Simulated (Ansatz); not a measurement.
# SiNH (triplet): B2PLYP, RPA-PBE over vertical spin and charge gaps, 6-31G

How well do these functionals follow the top wave-function level for SiNH (triplet) over vertical spin and charge gaps?

Computed with Ansatz 0.2.0, Gaussian basis. Level: 6-31G, all electrons in the functionals, frozen cores in the correlation of double hybrids and RPA.

The runs, in order: B2PLYP, RPA-PBE, at charge 0, triplet; charge 0, singlet; charge 0, quintet; charge 1, doublet; charge 1, quartet.

6 further runs of the same task are left out: 6 set aside as unsound or not needed.

### Step 1. The system

The geometry is a PBE0/def2-TZVP stationary point (not a proven minimum).

3 atoms, charge 0, spin multiplicity 3.

Atoms are counted from 1 here; the program's logs count them from 0.

Bond lengths: Si1–N2 1.651 Å, Si1–H3 1.520 Å. Angles: N2–Si1–H3 110.7°.

No dispersion term is added.

The geometry shown and the zero of energy belong to the point charge 0, triplet. The yardstick, FCI, and other wave-function levels (R restricted, U unrestricted, valence and pair active spaces) come from earlier runs.

### Step 2. B2PLYP, charge 0, triplet

File in.yaml:

```yaml
crystal:
  periodic: [false, false, false]
  atoms:
    - {symbol: Si, position_ang: [0.000000, -0.096456, 0.516159]}
    - {symbol: N, position_ang: [0.000000, 0.103488, -1.122923]}
    - {symbol: H, position_ang: [0.000000, 1.249554, 1.222147]}
basis:
  gaussian: {orbitals: 6-31G}
magnetization: {spin_polarized: true, initial_magnetization: 2}
hamiltonian: {xc: {name: B2PLYP}}
correlation: {electrons: outside_noble_gas}
```

The run is started by

```sh
$ ansatz run in.yaml --threads 1 --pin off --events-out ev --progress --plain --max-ram 4096MiB --backend cpu
```

Further steps of the session: B2PLYP, charge 0, singlet; B2PLYP, charge 0, quintet; B2PLYP, charge 1, doublet; B2PLYP, charge 1, quartet; RPA-PBE, charge 0, triplet; RPA-PBE, charge 0, singlet; RPA-PBE, charge 0, quintet; RPA-PBE, charge 1, doublet; RPA-PBE, charge 1, quartet.

**Question.** What will the summary of the whole plan be? Wanted: triplet to singlet, FCI; triplet to quintet, FCI; ionisation to the doublet cation, FCI; ionisation to the quartet cation, FCI; largest miss, B2PLYP; largest miss, RPA-PBE.

The runs gave:

```
                             quantity                                              value
              triplet to singlet, FCI                                     -24.8 kcal/mol
              triplet to quintet, FCI                                      61.2 kcal/mol
ionisation to the doublet cation, FCI                                     196.4 kcal/mol
ionisation to the quartet cation, FCI                                     225.8 kcal/mol
                 largest miss, B2PLYP  +19.1 kcal/mol (ionisation to the doublet cation)
                largest miss, RPA-PBE                 +1.9 kcal/mol (triplet to quintet)
```

In words: Of the functionals, RPA-PBE keep the smallest largest miss at the points compared (at most 1.9 kcal/mol) and B2PLYP strays most (19.1 kcal/mol, at ionisation to the doublet cation). B2PLYP clearly breaks the spin symmetry at some points (⟨S²⟩ up to 0.94 above the pure value), so energy there is bought with a mixed spin. Functionals and the yardstick converge differently with the basis, so part of each miss in 6-31G is the basis.
